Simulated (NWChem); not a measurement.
All runs are NWChem calculations. System: CF4, charge 0, spin multiplicity 1, displaced from the optimised geometry.

The NWChem input:

```
start mol
memory heap 100 mb stack 700 mb global 1900 mb
geometry units angstroms nocenter noautoz noautosym
  F      0.988295     0.000000    -0.698822
  C      0.000000     0.000000    -0.000000
  F     -1.074234     0.000000    -0.759589
  F      0.000000    -1.074227     0.759589
  F      0.000000     1.074227     0.759589
end
basis spherical
  * library cc-pvdz
end
scf
  rhf
  nopen 0
  maxiter 100
  thresh 1e-7
  semidirect memsize 60000000 filesize 0
end
tce
  freeze core 5
  cr-ccsd(t)
  2eorb
  2emet 13
  thresh 1e-6
  maxiter 100
  tilesize 24
end
task tce energy
```

The output up to the point where the run's verdict is printed (cleaned and shortened):

```
             Northwest Computational Chemistry Package (NWChem) 7.3.0
             --------------------------------------------------------

                                NWChem Input Module
                                -------------------

 Scaling coordinates for geometry "geometry" by  1.889725989
 (inverse scale =  0.529177249)

                             Geometry "geometry" -> ""
                             -------------------------

 Output coordinates in angstroms (scale by  1.889725989 to convert to a.u.)

  No.       Tag          Charge          X              Y              Z
 ---- ---------------- ---------- -------------- -------------- --------------
    1 F                    9.0000     0.98829500     0.00000000    -0.69882200
    2 C                    6.0000     0.00000000     0.00000000     0.00000000
    3 F                    9.0000    -1.07423400     0.00000000    -0.75958900
    4 F                    9.0000     0.00000000    -1.07422700     0.75958900
    5 F                    9.0000     0.00000000     1.07422700     0.75958900

 Effective nuclear repulsion energy (a.u.)     210.9388384873

            Nuclear Dipole moment (a.u.)
            ----------------------------
        X                 Y               Z
 ---------------- ---------------- ----------------
    -1.4616104556     0.0000000000     1.0334968123


 Summary of "ao basis" -> "" (spherical)
 ------------------------------------------------------------------------------
       Tag                 Description            Shells   Functions and Types
 ---------------- ------------------------------  ------  ---------------------
 *                          cc-pvdz                   on all atoms

 Summary of "ao basis" -> "ao basis" (spherical)
 ------------------------------------------------------------------------------
       Tag                 Description            Shells   Functions and Types
 ---------------- ------------------------------  ------  ---------------------
 F                          cc-pvdz                  6       14   3s2p1d
 C                          cc-pvdz                  6       14   3s2p1d
[...]
     2   2 0 0    -18.569814      0.000000     68.479984
     2   1 1 0     -0.000000      0.000000      0.000000
     2   1 0 1     -0.261789      0.000000      4.028183
     2   0 2 0    -18.940002      0.000000     74.175811
     2   0 1 1     -0.000000      0.000000      0.000000
     2   0 0 2    -18.754882      0.000000     71.326677

                   NWChem Extensible Many-Electron Theory Module
                   ---------------------------------------------


            General Information
            -------------------
      Number of processors :     1
         Wavefunction type : Restricted Hartree-Fock
          No. of electrons :    42
           Alpha electrons :    21
            Beta electrons :    21
           No. of orbitals :   140
            Alpha orbitals :    70
             Beta orbitals :    70
        Alpha frozen cores :     5
         Beta frozen cores :     5
     Alpha frozen virtuals :     0
      Beta frozen virtuals :     0
         Spin multiplicity : singlet
    Number of AO functions :    70
       Number of AO shells :    30
        Use of symmetry is : off
      Symmetry adaption is : off
         Schwarz screening : 0.10D-09

          Correlation Information
          -----------------------
          Calculation type : Coupled-cluster singles & doubles w/ perturbation
   Perturbative correction : Completely renormalized (T)
            Max iterations :      100
        Residual threshold : 0.10D-05
     T(0) DIIS level shift : 0.00D+00
     L(0) DIIS level shift : 0.00D+00
     T(1) DIIS level shift : 0.00D+00
     L(1) DIIS level shift : 0.00D+00
     T(R) DIIS level shift : 0.00D+00
     T(I) DIIS level shift : 0.00D+00
   CC-T/L Amplitude update :  5-th order DIIS
                I/O scheme : Global Array Library
        L-threshold :  0.10D-05
        EOM-threshold :  0.10D-05
 no EOMCCSD initial starts read in
 TCE RESTART OPTIONS
 SLICE:      F
 D4D5:       F
 quantumc:   F
 qrotation:  F
 pwtce:      F
 qducc:      F
 nacto:                         0
 nrotv:                         0
 nrot:                          0

            Memory Information
            ------------------
          Available GA space size is     249031900 doubles
          Available MA space size is     104851572 doubles

 Maximum block size supplied by input
 Maximum block size        24 doubles

 tile_dim =     17

 -------------------------------------------------

 Global array virtual files algorithm will be used

 Parallel file system coherency ......... OK

 4-electron integrals stored in orbital form

 v2    file size   =          3836785
 4-index algorithm nr.  13 is used
 imaxsize =       30
 imaxsize ichop =        0


CCSD iterations
 ---------------------------------------------------------
 Iter          Residuum       Correlation     Cpu    Wall
 ---------------------------------------------------------
    1   0.2057997527672  -0.8617092282059     1.4     1.4
    2   0.0500276500917  -0.8600265562557     1.4     1.4
    3   0.0154676180942  -0.8699015539758     1.4     1.4
    4   0.0058876502948  -0.8709033989346     1.4     1.4
    5   0.0020991672533  -0.8716709646977     1.4     1.4
    6   0.0004032569866  -0.8718859543228     1.4     1.4
    7   0.0001503469702  -0.8719227446345     1.4     1.4
    8   0.0000535580049  -0.8719246674599     1.5     1.5
    9   0.0000290830836  -0.8719253911939     1.4     1.4
   10   0.0000123449875  -0.8719264956614     1.3     1.3
   11   0.0000031082083  -0.8719271716096     1.3     1.3
   12   0.0000012201747  -0.8719271660278     1.4     1.4
   13   0.0000005012341  -0.8719272409416     1.4     1.4
 -----------------------------------------------------------------
 Iterations converged
 CCSD correlation energy / hartree =        -0.871927240941631
 CCSD total energy / hartree       =      -436.529300540460270

 Singles contributions

 Doubles contributions
 CR-CCSD(T)
```

The run crashed. NWChem stopped with the message: ccsd_t 3.
